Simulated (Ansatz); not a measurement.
in.yaml

```yaml
crystal:
  periodic: [false, false, false]
  atoms:
    - {symbol: B, position_ang: [0.000000, 0.000000, 0.000000]}
    - {symbol: Cl, position_ang: [0.000000, 0.000000, 2.746000]}
basis:
  gaussian: {orbitals: 6-31G}
magnetization: {spin_polarized: false, initial_magnetization: 2}
correlation: {method: ccsdt, electrons: all}
output: {forces: true}
```

```sh
$ ansatz run in.yaml --threads 1 --pin off --events-out ev --progress --plain --max-ram 2393MiB
```

Problem. Roughly how long does this take on 1 thread of Arm Neoverse V1, shared host, and how much host memory?

Solution. 90 s wall and 0.49 GiB.

```
434 factors; integrals over basis functions are off by at most 7.8e-8 eV
mean field evaluation 1: about -13168.0366 eV, gradient 7.9e0 eV
mean field evaluation 2: about -13168.0609 eV, gradient 7.9e0 eV
mean field evaluation 4: about -13169.0751 eV, gradient 1.8e0 eV
mean field evaluation 8: about -13169.1654 eV, gradient 2.3e-1 eV
mean field evaluation 16: about -13168.0365 eV, gradient 7.9e0 eV
mean field evaluation 32: about -13169.1208 eV, gradient 1.3e0 eV
mean field evaluation 64: about -13169.0537 eV, gradient 5.5e-7 eV
mean field evaluation 96: about -13169.1653 eV, gradient 5.0e-2 eV
mean field evaluation 128: about -13169.1643 eV, gradient 1.3e-1 eV
mean field evaluation 160: about -13169.0115 eV, gradient 6.8e-7 eV
...
mean field -13169.16611024 eV, -483.9579281700 hartree, gradient 3.0e-6 eV, S^2 2.000000; 19 other end points of the search recorded, 0 dependent functions left out
...
determinant -13169.16611024 eV, -483.9579281700 hartree, with singles and doubles -13171.43972754 eV, -484.0414820645 hartree
determinant -13169.05368886 eV, -483.9537967606 hartree, with singles and doubles -13171.16631724 eV, -484.0314344214 hartree
determinant -13169.01148431 eV, -483.9522457720 hartree, with singles and doubles -13171.12319330 eV, -484.0298496460 hartree
determinant -13168.76915847 eV, -483.9433404613 hartree, with singles and doubles -13170.92903794 eV, -484.0227145679 hartree
determinant -13168.46223862 eV, -483.9320613649 hartree, with singles and doubles -13170.62042188 eV, -484.0113731370 hartree
determinant -13165.68195195 eV, -483.8298877143 hartree, with singles and doubles -13168.56775393 eV, -483.9359389812 hartree
determinant -13169.16611024 eV, -483.9579281700 hartree, with singles and doubles -13171.44109556 eV, -484.0415323384 hartree
determinant -13169.05368886 eV, -483.9537967606 hartree, with singles and doubles -13171.16810880 eV, -484.0315002599 hartree
determinant -13169.01148431 eV, -483.9522457720 hartree, with singles and doubles -13171.12323660 eV, -484.0298512371 hartree
determinant -13168.76915847 eV, -483.9433404613 hartree, with singles and doubles -13170.93438611 eV, -484.0229111096 hartree
...
reference -13169.16611024 eV, -483.9579281700 hartree; 12, 10 occupied and 10, 12 virtual orbitals, 434 factors
second order -1.51541301 eV of doubles, -0.02850270 eV of singles
...
cycle  44  -2.32002299 eV  change   -4.4e-8 eV  update   1.9e-7
cycle  45  -2.32002303 eV  change   -4.4e-8 eV  update   1.4e-7
cycle  46  -2.32002301 eV  change    2.3e-8 eV  update   1.1e-7
cycle  47  -2.32002308 eV  change   -7.1e-8 eV  update   9.6e-8
cycle  48  -2.32002309 eV  change   -8.4e-9 eV  update   8.3e-8
cycle  49  -2.32002310 eV  change   -9.7e-9 eV  update   6.6e-8
cycle  50  -2.32002311 eV  change   -1.4e-8 eV  update   5.8e-8
cycle  51  -2.32002310 eV  change    1.3e-8 eV  update   5.0e-8
cycle  52  -2.32002311 eV  change   -1.5e-8 eV  update   4.2e-8
cycle  53  -2.32002312 eV  change   -3.8e-9 eV  update   3.3e-8
the calculation of the forces begins
Total energy: -13171.48613336 eV, -484.0431874469 hartree
Atom 0 at     0.000000     0.000000     0.000000 Å, force     0.000000    -0.000000     0.616468 eV/Å
Atom 1 at     0.000000     0.000000     2.746000 Å, force    -0.000000     0.000000    -0.616468 eV/Å
Dipole moment:     0.000000     0.000000    -0.216789 e Å
```

Forces (eV/Å):
```
B    0.000  0.000  0.616
Cl   0.000  0.000 -0.616
```
